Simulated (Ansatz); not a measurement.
# FOS: the cost of one run

Program: Ansatz 0.2.0. Level of theory: the levels named in each step. These are calculated values, not measurements.

## (1) The starting structure

Bond lengths: O1–S2 1.438 Å, S2–F3 1.676 Å. Angles: O1–S2–F3 107.2°.

Structure file:

```xyz
3

O    -1.2362   -0.4511   -0.0023
S    -0.1382    0.4769   -0.0033
F     1.2744   -0.4250    0.0075
```

## (2) A rough first relaxation, PBE-D4/def2-SVP

This run stands in another session on the same molecule. It ended at:

```xyz
3

O    -1.2860   -0.4570   -0.0025
S    -0.1133    0.4712   -0.0031
F     1.2992   -0.4134    0.0075
```

## (3) Relaxation, PBE0-D4/def2-TZVPP

This run stands in another session on the same molecule. It ended at:

```xyz
3

O    -1.2332   -0.4526   -0.0023
S    -0.1073    0.4610   -0.0031
F     1.2404   -0.4077    0.0073
```

## (4) Relaxation, CCSD(T)/cc-pV(T+d)Z

The input, input.yaml:

```yaml
crystal:
  periodic: [false, false, false]
  atoms:
    - { symbol: O, position_ang: [-1.23318418, -0.45255949, -0.00229964] }
    - { symbol: S, position_ang: [-0.10728279, 0.46099474, -0.00306581] }
    - { symbol: F, position_ang: [1.24039698, -0.40765525, 0.00726545] }
magnetization:
  spin_polarized: true
  initial_magnetization: 1
basis:
  gaussian: { orbitals: "cc-pV(T+d)Z.json" }
correlation:
  method: ccsd_t
scf:
  omitted_lower_state_checks: [cluster_reference]
relax:
  f_tol: 0.002
  max_steps: 40
```

On the command line:

```console
$ ansatz run input.yaml --threads 4 --pin off --max-ram 10240MiB --backend cpu --events-out ev --progress --plain --runs-dir out
```

**Question.** How long does this run take on 4 threads of Intel Xeon at 2.50GHz (Skylake/Cascade Lake), shared host, and how much memory does it need?

About 12 min, with a peak of 1.1 GiB.
